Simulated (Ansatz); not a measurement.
# Which is lower?

Two relaxed structures of C2H3S (charge +1), singlet (PBE0-D4/def2-TZVP; forces vanish, vibrations not checked).

A:

C1  (0.251, 0.480, 0.084)
C2  (-0.605, 0.149, -0.799)
S3  (0.843, -0.933, -0.877)
H4  (0.436, -1.969, -0.094)
H5  (0.656, 1.080, 0.886)
H6  (-1.523, 0.238, -1.361)
(Å)

B:

| atom | x (Å) | y (Å) | z (Å) |
| --- | --- | --- | --- |
| C1 | 0.2317 | 0.2396 | 0.5386 |
| C2 | -0.4572 | -0.1978 | -0.6538 |
| S3 | 0.9404 | -0.9723 | -0.7069 |
| H4 | -0.0432 | -0.1914 | 1.4981 |
| H5 | 0.7026 | 1.2195 | 0.5498 |
| H6 | -1.3743 | -0.0977 | -1.2258 |

Program: Ansatz 0.2.0. Basis: def2-TZVPP. Cores are frozen in the correlated methods. B3LYP uses VWN-RPA correlation.

(1) Which structure is lower at CCSD(T), and by how much? (An estimate is asked for; the value comes from the calculation.)

The T1 diagnostic stays at or below 0.022. The restricted Hartree–Fock reference is unstable towards an unrestricted one at one or more of these structures.

## Answers

(1) By the calculation: B, by 0.399 eV (electronic energy, against the other). By their contacts, A is C₂H₃S ([CH]1[CH][SH]1), total charge +1 and B is C₂H₃S ([CH]1[CH2][S]1), total charge +1.

All methods give the same order:

```json
{"method": "PBE-D4", "E(B) − E(A) (eV)": "-0.370"}
{"method": "r2SCAN-D4", "E(B) − E(A) (eV)": "-0.368"}
{"method": "PBE0-D4", "E(B) − E(A) (eV)": "-0.335"}
{"method": "B3LYP-D4", "E(B) − E(A) (eV)": "-0.345"}
{"method": "wB97M-V", "E(B) − E(A) (eV)": "-0.305"}
{"method": "HF", "E(B) − E(A) (eV)": "-0.278"}
{"method": "MP2", "E(B) − E(A) (eV)": "-0.383"}
{"method": "CCSD", "E(B) − E(A) (eV)": "-0.358"}
{"method": "CCSD(T)", "E(B) − E(A) (eV)": "-0.399"}
```

Labels in which every atom is bracketed show which atoms are joined, not bond orders.

For scale, one of the runs: CCSD(T)/def2-TZVPP, 146 basis functions, launched by `ansatz run in.yaml --threads 2 --pin off --events-out ev --progress --plain --max-ram 4352MiB`. Hardware: 2 CPU threads of an Intel Xeon Platinum 8375C, shared host. Wall time 13 s; peak host memory 0.86 GiB.
